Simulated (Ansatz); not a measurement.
Structure relaxation of W

The calculation used Ansatz, DFT r2SCAN, scalar-relativistic, plane waves, PAW. Cutoff 500 eV, Γ-centred k mesh, Gaussian smearing, no spin polarisation in the final step.

W was placed on the lonsdaleite structure type (P6_3/mmc, No. 194), at a guessed volume.

```yaml
crystal:
  lattice:
    - [3.56667, 0.00000, 0.00000]
    - [-1.78333, 3.08882, 0.00000]
    - [0.00000, 0.00000, 5.88500]
  atoms:
    - { symbol: W, position: [0.33333, 0.66667, 0.43750] }
    - { symbol: W, position: [0.66667, 0.33333, 0.93750] }
    - { symbol: W, position: [0.66667, 0.33333, 0.56250] }
    - { symbol: W, position: [0.33333, 0.66667, 0.06250] }
```

Steps on the 6×6×4 mesh (4 atoms). 11 of 25 steps are shown, and the free energy counts from the last. Trial steps that were taken back and renewals of the plane-wave basis can be among the rows.

```csv
step,ΔF (meV/atom),V (Å³/atom),P (GPa),largest force component (eV/Å)
1,3688.8,16.21,107.95,1.894
3,2027.7,20.31,28.04,0.382
5,1662.0,21.94,8.66,0.394
8,1086.5,21.12,-6.10,1.736
10,523.7,18.38,-3.19,0.087
12,331.7,16.52,-0.62,0.110
16,214.8,16.65,7.62,0.013
18,150.9,16.54,3.70,0.175
21,7.8,16.51,2.72,0.241
23,1.3,16.60,1.79,0.038
25,0.0,16.71,-0.02,0.004
```

Steps on the 9×9×2 mesh (4 atoms). 4 of 4 steps are shown, and the free energy counts from the last.

```tsv
step	ΔF (meV/atom)	V (Å³/atom)	P (GPa)	largest force component (eV/Å)
1	2.1	16.71	0.92	0.004
2	8.2	17.00	-2.70	0.237
3	0.1	16.79	-0.07	0.034
4	0.0	16.79	-0.07	0.033
```

A final relaxation ran on a 21×21×6 mesh. The relaxed crystal, P6_3/mmc (No. 194):

```cif
data_structure
_symmetry_space_group_name_H-M 'P6_3/mmc'
_symmetry_Int_Tables_number 194
_cell_length_a 2.7545
_cell_length_b 2.7545
_cell_length_c 10.2074
_cell_angle_alpha 90.000
_cell_angle_beta 90.000
_cell_angle_gamma 120.000
_cell_volume 67.07
loop_
_atom_site_label
_atom_site_type_symbol
_atom_site_symmetry_multiplicity
_atom_site_Wyckoff_symbol
_atom_site_fract_x
_atom_site_fract_y
_atom_site_fract_z
_atom_site_occupancy
W1 W 4 f 0.33333 0.66667 0.38073 1
```

```yaml
Volume_per_atom: 16.77 Å³
Density: 18.21 g/cm³
Energy_over_the_standard_structure: 1.02 eV/atom
Gap_on_the_21×21×6_mesh: 0 eV (a metal)
```

Energies count from the standard state of W at the same level.

The final run used a 21×21×6 mesh on its 4-atom cell and 0.10 eV smearing. The k mesh leaves about 4 meV/atom of noise in metals. Spin–orbit coupling is left out.

Symmetry constrained the relaxation, so the result can be a saddle point.